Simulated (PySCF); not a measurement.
# CCl2 (CCl2): the cost of one run

Programs: PySCF 2.14.0, with density-fitted response routines of our own. Each step states its level of theory. These are calculated values for one molecule in the gas phase, unless marked as measured. Atoms are numbered from 0 throughout.

## Step 1: Starting geometry

3 atoms, charge 0, multiplicity 1; geometry from: MMFF94s. The atoms were then displaced at random by about 0.03 Å, so the start is not that level's minimum.

Bonds of the start (Å): Cl0–C1 1.68, C1–Cl2 1.72.

## Step 2: Geometry optimisation at PBE0-D3(BJ)/def2-SVP

What the job is given:

```
{"job": {"xc": "PBE0", "basis": "def2-SVP", "d3": "d3bj", "grid": 1, "shake": 0.03, "kind": "geom"}, "charge": 0, "multiplicity": 1}
Cl    -1.700740    -0.066400     0.012540
C     -0.017030    -0.013580    -0.006470
Cl     1.701370    -0.017220    -0.025960
```

Started as:

```sh
OMP_NUM_THREADS=1 python probes_run.py task.json out
```

One launch serves the whole session: the jobs run in the order shown.

Q: Estimate the wall time and peak memory of this first job on 1 thread of Arm Neoverse V2, shared host.

About 4.6 s, with a peak of 0.26 GiB.
